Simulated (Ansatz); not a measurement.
**Energy profile**

The step: C₂H₇Al ([CH3][CH2][AlH2]) → C₂H₄ (C=C) + AlH₃; bonds formed: Al1–H4; bonds broken: Al1–C2, C3–H4 (atoms numbered as in the saddle structure below).

```
10
angstrom
Al -1.2200 -0.3113 0.2020
C 0.5490 0.9095 0.2405
C 0.9720 -0.2609 -0.3800
H -0.2978 -1.4676 -0.5547
H -2.2029 0.3491 -0.8486
H -1.4978 -0.7542 1.6966
H 0.3138 1.7796 -0.3599
H 0.7656 1.0688 1.2894
H 1.5315 -1.0074 0.1710
H 1.0866 -0.3055 -1.4564
```

Electronic energies by CCSD(T) at an estimated basis limit (MP2 extrapolated from triple and quadruple zeta, plus CCSD(T) − MP2 in triple zeta), on PBE0-D4/def2-TZVP structures; C2H7Al, closed shell; no counterpoise correction. Program: Ansatz 0.2.0. Basis: def2-TZVPP and def2-QZVPP. Cores are frozen in the correlated methods. Extrapolation: Hartree–Fock as exp(−7.88 √X), correlation as X^−2.97.

**Question.** Give the profile in eV, counted from the start structure. (To be estimated.)

**Answer.** Computed:
```tsv
point	eV
start structure	0.000
saddle	1.390
end structure	0.875
separated: AlH3 (Al1, H4, H5, H6; singlet) + C2H4 (linked as [CH2][CH2]; C2, C3, H7, H8, H9, H10; singlet)	1.372
```

No T1 diagnostic of these runs exceeds 0.016.

Such eliminations are a main way in which metal alkyl precursors decompose in metal-organic vapour deposition.

For scale, one of the runs: CCSD(T)/def2-TZVPP, 202 basis functions, launched by `ansatz run in.yaml --threads 2 --pin off --events-out ev --progress --plain --max-ram 4352MiB`. Hardware: 2 CPU threads of an AMD EPYC 7R13, shared host. Wall time 39 s; peak host memory 2.5 GiB.
